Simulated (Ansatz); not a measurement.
System: CH2Cl, charge 0, doublet. CH2Cl (SMILES [CH2]Cl, doublet).
B3LYP-D3(BJ)/def2-TZVP minimum from Ansatz (an electronic-structure program):
```
C
H 1 1.0768
H 1 1.0768 2 124.26
Cl 1 1.6978 2 117.87 3 180.00
```
Charge 0, spin multiplicity 2.

Total energies in aug-cc-pV(D+d)Z, 13 correlated electrons, 6 frozen orbitals. Radicals and triplets start from unrestricted determinants; spin-orbit coupling is neglected. Cores are frozen in correlated methods. No relativity.

```
method    program  energy (Eh)  minus CCSDT(Q) (mEh)
--------  -------  -----------  --------------------
HF         Ansatz   -498.49312                315.97
MP2        Ansatz   -498.76708                 42.01
CCSD       Ansatz   -498.79834                 10.75
CCSD(T)    Ansatz   -498.80760                  1.49
CCSDT(Q)   Ansatz   -498.80909                  0.00
```

Rough core times of Ansatz's runs on a shared machine: CCSD(T) under 20 s, CCSDT(Q) 6 min.
